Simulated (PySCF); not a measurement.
# Relaxation of singlet C₃

All numbers come from PySCF, B3LYP, basis C def2-TZVP (no relativity, density fitting). A (50,194) grid was used.

A hand-made linear chain start, of D∞h symmetry, held to at least that symmetry:

Coordinates in bohr (charge 0 multiplicity 1):
```
C     0.0000    0.0000    0.0000
C     0.0000    0.0000    2.6929
C     0.0000    0.0000   -2.6929
```

**Question.** What forces act on the atoms at the start (eV/Å)?

**Answer.** 
| atom | Fx | Fy | Fz |
| --- | --- | --- | --- |
| C1 | 0.00 | 0.00 | 0.00 |
| C2 | 0.00 | 0.00 | -6.27 |
| C3 | 0.00 | 0.00 | 6.27 |

**Question.** What does it relax to?

**Answer.** It ends at D∞h with C–C 1.287 Å (×2); C–C–C 180.0°. A frequency run shows a minimum. Other isomers or separated fragments may lie lower.

**Question.** How much energy is released, and in how many steps?

**Answer.** 95.5 kJ/mol in 4 steps.

The relaxation took 3.4 s on 2 threads of a shared Arm Neoverse V2 host, with 93 basis functions and 5 gradients; the process peaked at 0.48 GiB. Launch command: `OMP_NUM_THREADS=2 python axn.py task.json out`.
